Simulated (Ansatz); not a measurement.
Frontier orbitals of C3H4FN (`N=C1CC1F`).

The species carries charge 0 and has multiplicity 1. Geometry: relaxed with PBE0-D4/def2-TZVP. It is one conformer, not always the lowest. Basis def2-TZVPP, Ansatz.

Orbital energies of one run (eV). Highest occupied ones, from the top: -7.35, -9.06, -9.60, -10.77, -11.85, -12.32, -13.22, -15.01, -15.19, -16.27, -17.93, -23.97, -26.20, -34.07. Empty: -1.03, 1.39, 1.82, 2.28, 3.31, 3.51.

Task: Which functional gave them?
A. BLYP
B. ωB97M-V
C. PBE
D. PBE0

Result: D. HOMO energies: PBE0 -7.35, ωB97M-V -9.67, BLYP -5.82, PBE -5.89 eV.
